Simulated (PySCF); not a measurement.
A geometry optimisation on ClH, `Cl`.

Method: PBE0/def2-TZVP geometry optimisation, gas phase (PySCF 2.14.0). Start geometry: GFN2-xTB. A driver script takes a list of jobs; this job's settings line and coordinates (Å) are shown.

Input:
```
{"job": {"xc": "PBE0", "basis": "def2-TZVP", "grid": 1, "kind": "geom"}, "charge": 0, "multiplicity": 1}
Cl     0.639943    -0.002786    -0.002969
H     -0.637186     0.004054    -0.011180
```

Output:
```
step   0  E = -460.66439964  max force = 0.001055
step   1  E = -460.66440098  max force = 0.000453
step   2  E = -460.66440130  max force = 0.000016
optimisation converged
```

Energies in Eh; «max force» is the largest Cartesian gradient component in Eh/bohr.

Q: Give the first gradient maximum in eV/Å.

A: With 1 Eh/bohr = 51.422 eV/Å, 0.054 eV/Å.

Q: How much energy does the optimisation release, in kJ/mol?

A: E(step 0) − E(last step) = 0.000002 Eh, which is 0.0 kJ/mol.

In short: final energy -460.66440 Eh after 2 steps; dipole 1.26 D.

Q: Where do the atoms end?

A: 0.001 Å rms from the input after alignment:
```
atom  x, y, z in Å
Cl1    0.6422   -0.0031   -0.0024
H2    -0.6366    0.0046   -0.0117
```

Time: 0.75 s of wall time; peak memory 0.29 GiB. Hardware: an Arm Neoverse V1 with one thread (shared host).
Labels such as C1 count atoms from 1, the log's own numbers from 0.
